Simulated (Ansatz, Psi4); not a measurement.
Molecule: ammonia, NH₃, charge 0, multiplicity 1. SMILES: N
Coordinates optimised at B3LYP-D3(BJ)/def2-TZVP (Ansatz, an electronic-structure program):
```
N
H 1 1.0136
H 1 1.0136 2 107.33
H 1 1.0136 2 107.33 3 -115.09
```

Property: vertical triplet-singlet gap, E(triplet) - E(singlet), in eV. Set-up: no spin-orbit coupling; no dispersion term unless named; non-relativistic; each state is the SCF solution reached for its charge and spin; UHF or UKS for open shells; 6-311+G** with 5d; valence correlation only; 6-31G* and kin with 6d, 5d where marked. Basis-set limits of correlation are two-point, X^-3; Hartree-Fock from the larger set. First-principles rows: single points at B3LYP-D3(BJ) geometries (Ansatz). Levels can end on unlike triplets.

Coupled cluster (Ansatz) is a level with limits of its own, used here on species with T1 under 0.025 (0.045 for open shells) and stable references: CCSD(T)/CBS(def2-TZVPPD,def2-QZVPPD).

Value to compare with, CCSD(T)/CBS(def2-TZVPPD,def2-QZVPPD) (Ansatz): 6.46 eV.

```
level               program  vertical triplet-singlet gap, E(triplet) - E(singlet) (eV)  difference
------------------  -------  ----------------------------------------------------------  ----------
PBE/6-31G*           Ansatz                                                        7.21        0.75
PBE/6-311+G**        Ansatz                                                        6.39       -0.07
B3LYP/6-31G*         Ansatz                                                        7.27        0.81
B3LYP/6-311+G**      Ansatz                                                        6.43       -0.03
wB97X-D/6-31G*         Psi4                                                        7.67        1.21
MP2/6-311+G**        Ansatz                                                        6.56        0.10
PBE/def2-TZVPD       Ansatz                                                        6.25       -0.21
B3LYP/def2-TZVPD     Ansatz                                                        6.28       -0.18
wB97M-V/def2-TZVPD   Ansatz                                                        6.52        0.06
```

Among the 6 habitual levels, wB97X-D/6-31G* lies farthest from CCSD(T)/CBS(def2-TZVPPD,def2-QZVPPD) (Ansatz) (1.21 eV); 4 of 6 lie above it, and their mean absolute difference is 0.50 eV, the median 0.42. One case shows no general order.

The levels are drawn from those run, B3LYP/6-31G* more often than the rest, none by its result; runs whose electronic state is in doubt are left out.
